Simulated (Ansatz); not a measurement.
# AlBNH (triplet): from Hartree-Fock to the top rungs at a displaced geometry (v2), cc-pVDZ

An exercise on one series of results from a longer session: the logs are not shown, and one member is left open.

The runs use Ansatz 0.2.0, Gaussian basis; cc-pVDZ, core rule «outside noble gas», up to 7 orbitals frozen.

To be run: UHF; CCSD(T) on ROHF; CCSD(T) on UHF; BCCD(T) on ROHF; CISD; CCSDT(Q) on ROHF; CCSDT(Q) on UHF.

31 further runs of the same task are left out: 17 that didn't finish, 14 set aside as unsound or not needed.

## What is computed

The geometry is a PBE0/def2-TZVP stationary point (not a proven minimum) with its atoms shifted at random (size 0.100 Å).

4 atoms, charge 0, spin multiplicity 3.

Atoms are counted from 1 here; the program's logs count them from 0.

Bond lengths: Al1–N3 1.774 Å, Al1–H4 1.551 Å, B2–N3 1.250 Å. Angles: N3–Al1–H4 119.9°, Al1–N3–B2 171.3°.

Geometry (Å):

```
Al    0.05726   -0.10654    1.06527
B    -0.10761    0.04148   -1.94234
N    -0.03099    0.09104   -0.69571
H     0.05212    1.14196    1.98491
```

The first run:

in.yaml reads:

```yaml
crystal:
  periodic: [false, false, false]
  atoms:
    - {symbol: Al, position_ang: [0.057261, -0.106540, 1.065269]}
    - {symbol: B, position_ang: [-0.107613, 0.041478, -1.942345]}
    - {symbol: N, position_ang: [-0.030993, 0.091038, -0.695709]}
    - {symbol: H, position_ang: [0.052116, 1.141964, 1.984909]}
basis:
  gaussian: {orbitals: cc-pVDZ}
magnetization: {spin_polarized: true, initial_magnetization: 2}
hamiltonian: {xc: hf}
output: {orbitals: {seedname: orbitals}}
```

Run with:

```
ansatz run in.yaml --threads 1 --pin off --events-out ev --progress --plain --max-ram 2393MiB
```

Steps of the session up to this table: UHF; CCSD(T) on ROHF; CCSD(T) on UHF; BCCD(T) on ROHF; CISD; CCSDT(Q) on ROHF; CCSDT(Q) on UHF.

One table of the session follows, with a row left open; its other results are not shown here.

```
   method  from UCCSDT(Q) (kJ/mol)
     ROHF                   +766.8
      UHF                   +752.8
     RMP2                        ?
     UMP2                    +86.4
     CISD                    +97.1
    RCCSD                    +35.4
    UCCSD                    +35.1
 RCCSD(T)                     +5.4
 UCCSD(T)                     +5.9
  BCCD(T)                     +5.5
   RCCSDT                     +2.9
   UCCSDT                     +2.9
RCCSDT(Q)                     +0.4
UCCSDT(Q)                        0
```

**Question.** Estimate the row for RMP2.

The run gave: from UCCSDT(Q) (kJ/mol): +84.3. In the column «from UCCSDT(Q) (kJ/mol)» it lies between RCCSD (+35.4) and UMP2 (+86.4).

Caveats from the session: Restricted and unrestricted rows rest on different reference determinants; where their highest levels disagree by more than a few hundredths of an eV, they describe different states and don't form one ladder.
